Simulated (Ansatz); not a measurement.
This geometry of C₂H₅NS (9 atoms, charge 0, multiplicity 1) is a first-order saddle point.

Method: RKS PBE0/6-31G* (Ansatz).

```xyz
9
Properties=species:S:1:pos:R:3
C -0.676 0.890 -0.256
C 0.109 -0.370 -0.116
N 1.005 -0.631 0.788
S -0.008 -1.764 -1.131
H -0.516 1.320 -1.249
H -1.745 0.672 -0.166
H -0.397 1.626 0.503
H 1.077 -1.850 0.107
H 1.240 0.060 1.502
```

Task: Which two structures does it join? (They come from a converged band through this point; their orientation in space is the band's.)

Result: Bonds broken: N3–H8. Bonds formed: S4–H8.

First end point:

```xyz
9
Properties=species:S:1:pos:R:3
C -0.647 0.844 -0.252
C 0.033 -0.499 -0.292
N 0.943 -0.703 0.671
S -0.321 -1.642 -1.436
H -0.514 1.346 -1.214
H -1.722 0.700 -0.111
H -0.270 1.496 0.544
H 1.432 -1.585 0.705
H 1.155 -0.004 1.367
```

Last end point:

```xyz
9
Properties=species:S:1:pos:R:3
C -0.650 0.862 -0.242
C 0.242 -0.306 0.082
N 1.090 -0.405 1.021
S 0.015 -1.674 -1.035
H -0.471 1.216 -1.262
H -1.705 0.572 -0.174
H -0.467 1.686 0.454
H 0.930 -2.455 -0.433
H 1.103 0.457 1.572
```

Task: How far does it lie above each of them?

Result: 168.8 kJ/mol above the first and 109.3 kJ/mol above the second. This is the barrier of this one path; another mechanism may lie lower. The orbitals stay closed-shell, which can raise the energy where a bond breaks towards radicals; this wasn't checked here.

Time of the run: 3.5 min on 1 thread of Intel(R) Xeon(R) Processor @ 2.70GHz (shared host), peak memory 0.15 GiB.
